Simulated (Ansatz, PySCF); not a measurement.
The pair A = HF (SMILES F) (first 2 atoms), B = HF (SMILES F); geometry from A24 set.
(charge 0, multiplicity 1):
```xyz
4

H      0.000     0.803     1.695
F      0.000    -0.046     1.340
H      0.000    -0.120    -0.491
F      0.000     0.010    -1.404
```

Correlated levels freeze the cores. Rows in 6-31G* carry no dispersion term and start afresh at each structure (6-31G* with six Cartesian d functions).

Run with Ansatz (Gaussian basis) for Hartree–Fock, density functionals and correlated methods; PySCF for 6-31G* rows. Values without a source in brackets are computed.

Total energies (hartree), monomers frozen at their geometry in the pair:

```csv
structure,HF/6-31G*,B3LYP/6-31G*,MP2/aug-cc-pVTZ
AB,-200.0152406,-200.8528114,-200.6892254
A in the pair's basis,-100.0048109,-100.4237979,-100.3413697
B in the pair's basis,-100.0031420,-100.4205172,-100.3411719
A,-100.0028110,-100.4199669,-100.3408859
B,-100.0027434,-100.4200413,-100.3408894
```

### Question
Work out the interaction energy without and with the counterpoise correction, and the superposition error, for each level.

### Answer

E(AB) − E(A) − E(B), times 627.509 kcal/mol, with the monomers in their own basis and then in the pair's basis:
- HF/6-31G*: -6.08 uncorrected, -4.57 corrected; the monomers gain 1.51 kcal/mol from borrowed functions
- B3LYP/6-31G*: -8.03 uncorrected, -5.33 corrected; the monomers gain 2.70 kcal/mol from borrowed functions
- MP2/aug-cc-pVTZ: -4.67 uncorrected, -4.19 corrected; the monomers gain 0.48 kcal/mol from borrowed functions

Ansatz is a quantum-chemistry and plane-wave program.
